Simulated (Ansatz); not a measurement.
Ansatz (a program for electronic structure) input (B3LYP-D3(BJ)/def2-TZVP):

Ansatz 0.2 input:
```yaml
crystal:
  periodic: [false, false, false]
  atoms:
    - {symbol: C, position_ang: [0.00420105, 0.12911475, 0.02334067]}
    - {symbol: S, position_ang: [0.04305630, -1.67517290, -0.00700281]}
    - {symbol: H, position_ang: [-1.03073572, 0.49151447, 0.01222142]}
    - {symbol: H, position_ang: [0.49437347, 0.50902287, 0.92771914]}
    - {symbol: H, position_ang: [0.52420232, 0.53911436, -0.85080250]}
basis:
  gaussian:
    orbitals: def2-TZVP
hamiltonian:
  xc: b3lyp
  dispersion: d3bj
total_charge: -1
relax: {f_tol: 0.002, max_steps: 150}
```

End of the output:

```
integrals: 0.02 GiB planned
583 factors; their error is unknown
mean field: 0.19 GiB planned
mean field evaluation 32: about -11923.0241 eV, gradient 2.4e-1 eV
mean field -11923.02419507 eV, -438.1630574528 hartree, gradient 1.4e-5 eV, S^2 0.000000; 0 other end points of the search recorded, 0 dependent functions left out
the calculation of the forces begins
reference -11923.02440513 eV, -438.1630651722 hartree; 13, 13 occupied and 73, 73 virtual orbitals, 583 factors
relax step   4: F+E_penalty+E_count = -11923.13747955 eV  Δ(F+E_penalty+E_count) = -1.143e-4 eV  max|allowed force component| = 9.752e-3 eV/Å  Δτ_max = 0.0023 Å  (30 SCF iters, accepted)
these checks for a lower state are left out or cut short: starts, cluster_reference, orbital_swaps, neighbouring_geometries, increment
integrals: 0.02 GiB planned
583 factors; their error is unknown
mean field: 0.19 GiB planned
mean field -11923.02419647 eV, -438.1630575041 hartree, gradient 1.4e-5 eV, S^2 0.000000; 0 other end points of the search recorded, 0 dependent functions left out
the calculation of the forces begins
reference -11923.02440649 eV, -438.1630652223 hartree; 13, 13 occupied and 73, 73 virtual orbitals, 583 factors
relax step   5: F+E_penalty+E_count = -11923.13748140 eV  Δ(F+E_penalty+E_count) = -1.851e-6 eV  max|allowed force component| = 3.347e-4 eV/Å  Δτ_max = 0.0002 Å  (30 SCF iters, accepted)
integrals: 0.02 GiB planned
583 factors; their error is unknown
mean field: 0.19 GiB planned
mean field evaluation 64: about -11923.0242 eV, gradient 4.9e-5 eV
mean field -11923.02419647 eV, -438.1630575041 hartree, gradient 1.4e-5 eV, S^2 0.000000; 1 other end points of the search recorded, 0 dependent functions left out
the calculation of the forces begins
reference -11923.02440649 eV, -438.1630652223 hartree; 13, 13 occupied and 73, 73 virtual orbitals, 583 factors
Total energy: -11923.13769142 eV, -438.1672283668 hartree
Atom 0 at     0.004510     0.115503     0.023047 Å, force     0.000001    -0.000052    -0.000005 eV/Å
Atom 1 at     0.043910    -1.717496    -0.007590 Å, force    -0.000001     0.000018     0.000000 eV/Å
Atom 2 at    -1.021557     0.510287     0.012630 Å, force    -0.000335     0.000004    -0.000006 eV/Å
Atom 3 at     0.489387     0.527609     0.919622 Å, force     0.000164     0.000011     0.000297 eV/Å
Atom 4 at     0.518848     0.557691    -0.842232 Å, force     0.000171     0.000019    -0.000287 eV/Å
Dipole moment:    -0.012902     0.600376     0.010035 e Å
```

It need not be the lowest isomer of its formula. Whether it binds its extra electron was not tested at this geometry.
